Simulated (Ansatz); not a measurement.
# A ladder of methods for BSiH2F (SMILES B[Si]F)

BSiH2F: 5 atoms, total charge 0, spin state triplet. As SMILES, `B[Si]F`. The coordinates come from a GFN2-xTB relaxation.

Each level gives the electronic atomisation energy (eV). The values are calculated. Electronic energies at fixed atoms, without zero-point motion or spin-orbit coupling.

```csv
level,kind,program,value (eV),less FCI/STO-3G,CPU time (all runs)
UB3LYP/STO-3G,global hybrid,Ansatz,20.06,+3.58,3.1 s
UPBE0/STO-3G,global hybrid,Ansatz,20.02,+3.54,2.9 s
U-wB97X/STO-3G,range-separated hybrid,Ansatz,19.65,+3.17,13 s
UHSE06/STO-3G,range-separated hybrid,Ansatz,20.05,+3.57,4 s
UB2PLYP/STO-3G,double hybrid,Ansatz,18.64,+2.16,3.2 s
RPA@PBE/STO-3G,RPA,Ansatz,15.48,-1.00,3.9 s
UBCCD(T)/STO-3G,coupled cluster or CI,Ansatz,16.44,-0.04,0.77 s
UCCSDT(Q)/STO-3G,coupled cluster or CI,Ansatz,16.49,+0.01,2.9 s
FCI/STO-3G,exact in the basis,Ansatz,16.48,0.00,67 s
```

FCI/STO-3G is exact within its basis and frozen core, so for wave-function methods in that basis the difference is their error; functionals converge differently with the basis, so for them it is only a difference. The values span 15.48 to 20.06 eV. All rows use very small basis sets, so even the best lies far from the true value. Times are those of the runs behind each value, whatever else they computed, on shared processors of several kinds: orders of magnitude only.
